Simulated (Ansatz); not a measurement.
# CHAlSi (SMILES [C]1#[Si][AlH]1): energies and forces away from the minimum

How good are functionals off equilibrium? 4 randomly displaced structures are computed with CCSD(T) and cheaper methods.

Method: single points with forces in def2-TZVPP; program: Ansatz 0.2.0, Gaussian basis.

Levels: PBE-D4, r2SCAN-D4, PBE0-D4, wB97M-V, Hartree-Fock, MP2, CCSD, CCSD(T). Each coordinate is moved by a Gaussian draw of the width named (0.7 of it for atoms other than hydrogen): 0.12, 0.12, 0.06, 0.06 Å.

Correlated methods freeze the cores.

6 further runs of the same task are left out: 6 set aside as unsound or not needed.

**1. The system as given**

4 atoms, charge 0, spin multiplicity 1.

Atoms are counted from 1 here; the program's logs count them from 0.

Bond lengths: C1–Si2 1.803 Å, C1–Al3 1.878 Å, Si2–Al3 2.564 Å, Al3–H4 1.629 Å. Angles: Si2–C1–Al3 88.3°, C1–Si2–Al3 47.0°, C1–Al3–Si2 44.6°, C1–Al3–H4 166.4°, Si2–Al3–H4 148.9°.

Geometry (Å):

```
C     0.31288    0.77518    1.11538
Si    0.68808   -0.93128    1.55885
Al   -0.23017    0.15877   -0.57292
H    -0.77080   -0.00267   -2.10131
```

**2. Relaxation at PBE0-D4**

relax/in.yaml reads:

```yaml
crystal:
  periodic: [false, false, false]
  atoms:
    - {symbol: C, position_ang: [0.312880, 0.775180, 1.115380]}
    - {symbol: Si, position_ang: [0.688080, -0.931280, 1.558850]}
    - {symbol: Al, position_ang: [-0.230170, 0.158770, -0.572920]}
    - {symbol: H, position_ang: [-0.770800, -0.002670, -2.101310]}
basis:
  gaussian: {orbitals: def2-TZVP}
hamiltonian: {xc: pbe0, dispersion: d4}
relax: {f_tol: 0.005, max_steps: 200}
```

The command line of these runs was not kept.

The program printed:

```text
Functional definition: PBE0
  name "PBE0"
  cite "Adamo & Barone, J. Chem. Phys. 110, 6158 (1999) doi:10.1063/1.478522"
  cite "Perdew, Burke & Ernzerhof, Phys. Rev. Lett. 77, 3865 (1996) doi:10.1103/PhysRevLett.77.3865"
  parent pbe
  parameter a = 0.25
  parameter kappa = 0.804
  parameter beta = 0.06672455060314922
  exchange = (1 - a)*pbe_x(kappa = kappa, mu = beta*pi^2/3) + a*exact_x
  correlation = pbe_c(beta = beta)
771 factors; their error is unknown
mean field evaluation 1: about -15502.6374 eV, gradient 7.2e1 eV
mean field evaluation 2: about -15441.4511 eV, gradient 1.2e2 eV
mean field evaluation 4: about -15516.6999 eV, gradient 8.2e0 eV
mean field evaluation 8: about -15516.9060 eV, gradient 7.2e-2 eV
mean field evaluation 16: about -15516.9528 eV, gradient 2.2e-5 eV
mean field -15516.95277476 eV, -570.2374967042 hartree, gradient 2.2e-5 eV, S^2 0.000000; 0 other end points of the search recorded, 0 dependent functions left out
the calculation of the forces begins
reference -15516.95280088 eV, -570.2374976641 hartree; 17, 17 occupied and 94, 94 virtual orbitals, 771 factors
relax step   1: F+E_penalty+E_count = -15517.03059110 eV  Δ(F+E_penalty+E_count) = +0.000e0 eV  max|allowed force component| = 2.991e0 eV/Å  Δτ_max = 0.0000 Å  (28 SCF iters, accepted)
these checks for a lower state are left out or cut short: starts, cluster_reference, orbital_swaps, neighbouring_geometries, increment
771 factors; their error is unknown
mean field -15517.16593092 eV, -570.2453300485 hartree, gradient 6.2e-6 eV, S^2 0.000000; 0 other end points of the search recorded, 0 dependent functions left out
the calculation of the forces begins
reference -15517.16595716 eV, -570.2453310129 hartree; 17, 17 occupied and 94, 94 virtual orbitals, 771 factors
relax step   2: F+E_penalty+E_count = -15517.24408643 eV  Δ(F+E_penalty+E_count) = -2.135e-1 eV  max|allowed force component| = 1.792e0 eV/Å  Δτ_max = 0.0783 Å  (31 SCF iters, accepted)
these checks for a lower state are left out or cut short: starts, cluster_reference, orbital_swaps, neighbouring_geometries, increment
771 factors; their error is unknown
mean field -15517.25851915 eV, -570.2487326032 hartree, gradient 2.1e-5 eV, S^2 0.000000; 0 other end points of the search recorded, 0 dependent functions left out
the calculation of the forces begins
reference -15517.25854531 eV, -570.2487335645 hartree; 17, 17 occupied and 94, 94 virtual orbitals, 771 factors
relax step   3: F+E_penalty+E_count = -15517.33706051 eV  Δ(F+E_penalty+E_count) = -9.297e-2 eV  max|allowed force component| = 3.771e-1 eV/Å  Δτ_max = 0.0801 Å  (31 SCF iters, accepted)
these checks for a lower state are left out or cut short: starts, cluster_reference, orbital_swaps, neighbouring_geometries, increment
771 factors; their error is unknown
mean field evaluation 32: about -15517.2007 eV, gradient 3.3e0 eV
mean field -15517.27118265 eV, -570.2491979781 hartree, gradient 1.1e-5 eV, S^2 0.000000; 0 other end points of the search recorded, 0 dependent functions left out
the calculation of the forces begins
reference -15517.27120873 eV, -570.2491989367 hartree; 17, 17 occupied and 94, 94 virtual orbitals, 771 factors
relax step   4: F+E_penalty+E_count = -15517.35038505 eV  Δ(F+E_penalty+E_count) = -1.332e-2 eV  max|allowed force component| = 5.811e-2 eV/Å  Δτ_max = 0.0514 Å  (29 SCF iters, accepted)
these checks for a lower state are left out or cut short: starts, cluster_reference, orbital_swaps, neighbouring_geometries, increment
771 factors; their error is unknown
mean field -15517.27218134 eV, -570.2492346795 hartree, gradient 1.2e-5 eV, S^2 0.000000; 0 other end points of the search recorded, 0 dependent functions left out
the calculation of the forces begins
reference -15517.27220736 eV, -570.2492356357 hartree; 17, 17 occupied and 94, 94 virtual orbitals, 771 factors
relax step   5: F+E_penalty+E_count = -15517.35193259 eV  Δ(F+E_penalty+E_count) = -1.548e-3 eV  max|allowed force component| = 3.231e-2 eV/Å  Δτ_max = 0.0278 Å  (29 SCF iters, accepted)
these checks for a lower state are left out or cut short: starts, cluster_reference, orbital_swaps, neighbouring_geometries, increment
771 factors; their error is unknown
mean field -15517.27215304 eV, -570.2492336394 hartree, gradient 1.1e-5 eV, S^2 0.000000; 0 other end points of the search recorded, 0 dependent functions left out
the calculation of the forces begins
reference -15517.27217903 eV, -570.2492345946 hartree; 17, 17 occupied and 94, 94 virtual orbitals, 771 factors
relax step   6: F+E_penalty+E_count = -15517.35213441 eV  Δ(F+E_penalty+E_count) = -2.018e-4 eV  max|allowed force component| = 4.925e-3 eV/Å  Δτ_max = 0.0118 Å  (30 SCF iters, accepted)
771 factors; their error is unknown
mean field evaluation 64: about -15517.2722 eV, gradient 2.7e-2 eV
mean field -15517.27215304 eV, -570.2492336394 hartree, gradient 1.7e-5 eV, S^2 0.000000; 1 other end points of the search recorded, 0 dependent functions left out
the calculation of the forces begins
reference -15517.27217903 eV, -570.2492345946 hartree; 17, 17 occupied and 94, 94 virtual orbitals, 771 factors
Total energy: -15517.35216041 eV, -570.2521738558 hartree
Atom 0 at     0.297250     0.598364     1.012938 Å, force     0.000524     0.000181     0.001490 eV/Å
Atom 1 at     0.741677    -0.868676     1.726153 Å, force     0.000777    -0.000909     0.001810 eV/Å
Atom 2 at    -0.259196     0.219887    -0.631628 Å, force    -0.001912     0.000838    -0.004925 eV/Å
Atom 3 at    -0.779741     0.050425    -2.107463 Å, force     0.000610    -0.000111     0.001625 eV/Å
Dipole moment:    -0.198286    -0.151751    -0.591759 e Å
```

It took 11 s on 2 threads, shared host; peak memory 0.17 GiB.

The steps of the relaxation:

```csv
step,energy from step 1 (eV),largest force component (eV/Å)
1,0.0000,2.9910
2,-0.2135,1.7920
3,-0.3065,0.3771
4,-0.3198,0.0581
5,-0.3213,0.0323
6,-0.3215,0.0049
```

Close pairs (by a distance rule), those that changed most:

```csv
bond,before (Å),after (Å),change (Å)
Si2–Al3,2.564,2.783,+0.219
C1–Si2,1.803,1.691,-0.112
C1–Al3,1.878,1.777,-0.101
Al3–H4,1.629,1.574,-0.055
```

**3. The minimum at every level**

min-pbe-tzvpp/in.yaml reads:

```yaml
crystal:
  periodic: [false, false, false]
  atoms:
    - {symbol: C, position_ang: [0.297250, 0.598364, 1.012938]}
    - {symbol: Si, position_ang: [0.741677, -0.868676, 1.726153]}
    - {symbol: Al, position_ang: [-0.259196, 0.219887, -0.631628]}
    - {symbol: H, position_ang: [-0.779741, 0.050425, -2.107463]}
basis:
  gaussian: {orbitals: def2-TZVPP}
hamiltonian: {xc: pbe, dispersion: d4}
```

min-r2scan-tzvpp/in.yaml, as changes to min-pbe-tzvpp/in.yaml:

```diff
-hamiltonian: {xc: pbe, dispersion: d4}
+hamiltonian: {xc: r2scan, dispersion: d4}
```

min-pbe0-tzvpp/in.yaml:

```diff
-hamiltonian: {xc: pbe, dispersion: d4}
+hamiltonian: {xc: pbe0, dispersion: d4}
+output: {orbitals: {seedname: orbitals}}
```

min-b3lyp-tzvpp/in.yaml:

```diff
-hamiltonian: {xc: pbe, dispersion: d4}
+hamiltonian: {xc: {name: B3LYP}, dispersion: d4}
```

min-wb97mv-tzvpp/in.yaml:

```diff
-hamiltonian: {xc: pbe, dispersion: d4}
+hamiltonian: {xc: {name: wB97M-V}}
```

min-ccsdt-tzvpp/in.yaml:

```diff
-hamiltonian: {xc: pbe, dispersion: d4}
+correlation: {method: ccsd_t}
```

Log of min-pbe-tzvpp:

```text
Functional definition: PBE
  name "PBE"
[... 4 set-up lines as earlier in the session ...]
  exchange = pbe_x(kappa = kappa, mu = beta*pi^2/3)
[... 1 set-up line as earlier in the session ...]
796 factors; their error is unknown
mean field evaluation 1: about -15493.5112 eV, gradient 9.3e1 eV
mean field evaluation 2: about -15379.8531 eV, gradient 1.4e2 eV
mean field evaluation 4: about -15511.9603 eV, gradient 4.0e1 eV
mean field evaluation 8: about -15516.1348 eV, gradient 1.1e0 eV
mean field evaluation 16: about -15516.1194 eV, gradient 1.6e-4 eV
mean field -15516.11938346 eV, -570.2068701387 hartree, gradient 3.5e-5 eV, S^2 0.000000; 0 other end points of the search recorded, 0 dependent functions left out
reference -15516.11941804 eV, -570.2068714097 hartree; 17, 17 occupied and 112, 112 virtual orbitals, 796 factors
Total energy: -15516.21454968 eV, -570.2103674329 hartree
```

Log of min-r2scan-tzvpp:

```text
Functional definition: r2SCAN
  name "r2SCAN"
  cite "Furness, Kaplan, Ning, Perdew & Sun, J. Phys. Chem. Lett. 11, 8208 (2020) doi:10.1021/acs.jpclett.0c02405"
  cite "Furness, Kaplan, Ning, Perdew & Sun, J. Phys. Chem. Lett. 11, 9248 (2020) doi:10.1021/acs.jpclett.0c03077"
  parent r2scan
  parameter k0 = 0.174
  parameter k1 = 0.065
  parameter a1 = 4.9479
  exchange = r2scan_x(k0 = k0, k1 = k1, a1 = a1)
  correlation = r2scan_c
796 factors; their error is unknown
mean field evaluation 1: about -15504.2455 eV, gradient 8.4e1 eV
mean field evaluation 2: about -15406.7642 eV, gradient 1.3e2 eV
mean field evaluation 4: about -15522.1577 eV, gradient 1.7e1 eV
mean field evaluation 8: about -15522.9751 eV, gradient 6.4e-1 eV
mean field evaluation 16: about -15522.9586 eV, gradient 1.6e-4 eV
mean field -15522.95861770 eV, -570.4582073610 hartree, gradient 5.0e-5 eV, S^2 0.000000; 0 other end points of the search recorded, 0 dependent functions left out
reference -15522.95862820 eV, -570.4582077471 hartree; 17, 17 occupied and 112, 112 virtual orbitals, 796 factors
Total energy: -15522.97781848 eV, -570.4589129770 hartree
```

Log of min-pbe0-tzvpp:

```text
[... 10 set-up lines as earlier in the session ...]
830 factors; their error is unknown
mean field evaluation 1: about -15501.9895 eV, gradient 7.7e1 eV
mean field evaluation 2: about -15443.3000 eV, gradient 1.2e2 eV
mean field evaluation 4: about -15517.0852 eV, gradient 8.1e0 eV
mean field evaluation 8: about -15517.2540 eV, gradient 8.3e-2 eV
mean field evaluation 16: about -15517.2812 eV, gradient 2.7e-5 eV
mean field -15517.28116495 eV, -570.2495648212 hartree, gradient 2.7e-5 eV, S^2 0.000000; 0 other end points of the search recorded, 0 dependent functions left out
reference -15517.28119098 eV, -570.2495657776 hartree; 17, 17 occupied and 112, 112 virtual orbitals, 830 factors
Total energy: -15517.36117237 eV, -570.2525050393 hartree
```

Output in min-b3lyp-tzvpp:

```text
Functional definition: B3LYP
  name "B3LYP"
  cite "Stephens, Devlin, Chabalowski & Frisch, J. Phys. Chem. 98, 11623 (1994) doi:10.1021/j100096a001"
  cite "Becke, Phys. Rev. A 38, 3098 (1988) doi:10.1103/PhysRevA.38.3098"
  cite "Lee, Yang & Parr, Phys. Rev. B 37, 785 (1988) doi:10.1103/PhysRevB.37.785"
  cite "Vosko, Wilk & Nusair, Can. J. Phys. 58, 1200 (1980) doi:10.1139/p80-159"
  parameter a0 = 0.2
  parameter ax = 0.72
  parameter ac = 0.81
  exchange = (1 - a0 - ax)*slater_x + ax*b88_x + a0*exact_x
  correlation = (1 - ac)*vwn_rpa_c + ac*lyp_c
823 factors; their error is unknown
mean field evaluation 1: about -15508.1051 eV, gradient 8.4e1 eV
mean field evaluation 2: about -15435.8392 eV, gradient 1.3e2 eV
mean field evaluation 4: about -15525.8354 eV, gradient 1.3e1 eV
mean field evaluation 8: about -15526.2590 eV, gradient 1.2e-1 eV
mean field evaluation 16: about -15526.2765 eV, gradient 8.6e-5 eV
mean field -15526.27648456 eV, -570.5801367192 hartree, gradient 8.6e-5 eV, S^2 0.000000; 0 other end points of the search recorded, 0 dependent functions left out
reference -15526.27669961 eV, -570.5801446225 hartree; 17, 17 occupied and 112, 112 virtual orbitals, 823 factors
Total energy: -15526.43507845 eV, -570.5859649375 hartree
```

min-wb97mv-tzvpp printed:

```text
Functional definition: wB97M-V
  name "wB97M-V"
  cite "Mardirossian & Head-Gordon, J. Chem. Phys. 144, 214110 (2016) doi:10.1063/1.4952647"
  cite "Becke, J. Chem. Phys. 107, 8554 (1997) doi:10.1063/1.475007"
  cite "Vydrov & Van Voorhis, J. Chem. Phys. 133, 244103 (2010) doi:10.1063/1.3521275"
  # Of w^i u^j: cxij and so on, Table III.
  parameter omega = 0.3/bohr
  parameter cx = 0.15
  parameter cx01 = 1.007
  parameter cx10 = 0.259
  parameter css00 = 0.443
  parameter css04 = -1.437
  parameter css10 = -4.535
  parameter css20 = -3.390
  parameter css43 = 4.278
  parameter cos00 = 1.000
  parameter cos10 = 1.358
  parameter cos20 = 2.924
  parameter cos21 = -8.812
  parameter cos60 = -1.390
  parameter cos61 = 9.142
  parameter b = 6.0
  parameter c = 0.01
  gx(w, u) = 1 - cx + cx01*u + cx10*w
  gss(w, u) = css00 + css04*u^4 + css10*w + css20*w^2 + css43*w^4*u^3
  gos(w, u) = cos00 + cos10*w + (cos20 + cos21*u)*w^2 + (cos60 + cos61*u)*w^6
  exchange = spin_sum(e_x_unif_sr(omega)*gx(b97_w, b97_u_x)) + cx*exact_x_sr(omega) + exact_x_lr(omega)
  correlation = spin_sum(e_c_pw_mod_same_spin*gss(b97_w, b97_u_same))
      + integral(e_c_pw_mod_opposite_spin*gos(b97_w_opposite, b97_u_opposite)) + vv10(b, c)
802 factors; their error is unknown
175 factors; integrals over basis functions are off by at most 3.3e-5 eV
mean field evaluation 1: about -15513.7479 eV, gradient 6.4e1 eV
mean field evaluation 2: about -15499.7957 eV, gradient 8.4e1 eV
mean field evaluation 4: about -15523.8849 eV, gradient 1.5e0 eV
mean field evaluation 8: about -15523.8969 eV, gradient 8.3e-2 eV
mean field evaluation 16: about -15523.9053 eV, gradient 1.1e-4 eV
mean field -15523.90527323 eV, -570.4929963104 hartree, gradient 4.2e-5 eV, S^2 0.000000; 0 other end points of the search recorded, 0 dependent functions left out
reference -15523.90531470 eV, -570.4929978344 hartree; 17, 17 occupied and 112, 112 virtual orbitals, 802 factors
Total energy: -15523.90531470 eV, -570.4929978344 hartree
```

Output in min-ccsdt-tzvpp:

```text
Functional definition: HF
  name "HF"
  cite "Fock, Z. Phys. 61, 126 (1930) doi:10.1007/BF01340294"
[... 1 set-up line as earlier in the session ...]
  exchange = exact_x
  correlation = 0
778 factors; integrals over basis functions are off by at most 1.6e-3 eV
mean field evaluation 1: about -15483.3690 eV, gradient 4.3e1 eV
mean field evaluation 2: about -15483.5586 eV, gradient 4.3e1 eV
mean field evaluation 4: about -15488.6948 eV, gradient 4.3e0 eV
mean field evaluation 8: about -15488.8034 eV, gradient 4.0e-1 eV
mean field evaluation 16: about -15488.8054 eV, gradient 1.9e-6 eV
mean field -15488.80544575 eV, -569.2031014421 hartree, gradient 1.9e-6 eV, S^2 0.000000; 0 other end points of the search recorded, 0 dependent functions left out; unrestricted orbitals would lower it
11 core orbitals not correlated: weight in the atoms' cores, before any rotation towards them, 1.000 or more for the frozen orbitals, at most 0.000 for the correlated occupied ones
reference -15488.80544575 eV, -569.2031014421 hartree; 6, 6 occupied and 112, 112 virtual orbitals, 778 factors
second order -8.93091156 eV of doubles, -0.00000000 eV of singles
cycle   1  -8.86820187 eV  change    6.3e-2 eV  update   1.1e-1
cycle   2  -9.25114437 eV  change   -3.8e-1 eV  update   3.9e-2
cycle   3  -9.35153050 eV  change   -1.0e-1 eV  update   1.9e-2
cycle   4  -9.34670708 eV  change    4.8e-3 eV  update   5.2e-3
cycle   5  -9.34914518 eV  change   -2.4e-3 eV  update   2.8e-3
cycle   6  -9.34901064 eV  change    1.3e-4 eV  update   9.5e-4
cycle   7  -9.34876033 eV  change    2.5e-4 eV  update   3.8e-4
cycle   8  -9.34886624 eV  change   -1.1e-4 eV  update   1.6e-4
cycle   9  -9.34884296 eV  change    2.3e-5 eV  update   4.9e-5
cycle  10  -9.34880572 eV  change    3.7e-5 eV  update   2.2e-5
cycle  11  -9.34880777 eV  change   -2.0e-6 eV  update   8.3e-6
perturbative correction -0.64956798 eV, -0.0238711829 hartree
Total energy: -15498.80382150 eV, -569.5705349736 hartree
```

Wall times: 0.95 s (min-pbe-tzvpp), 2.5 s (min-r2scan-tzvpp), 1.2 s (min-pbe0-tzvpp), 1.3 s (min-b3lyp-tzvpp), 5 s (min-wb97mv-tzvpp), 2.8 s (min-ccsdt-tzvpp) on 2 threads, shared host; peak memory 0.43 GiB.

[end of part 1 of 2]
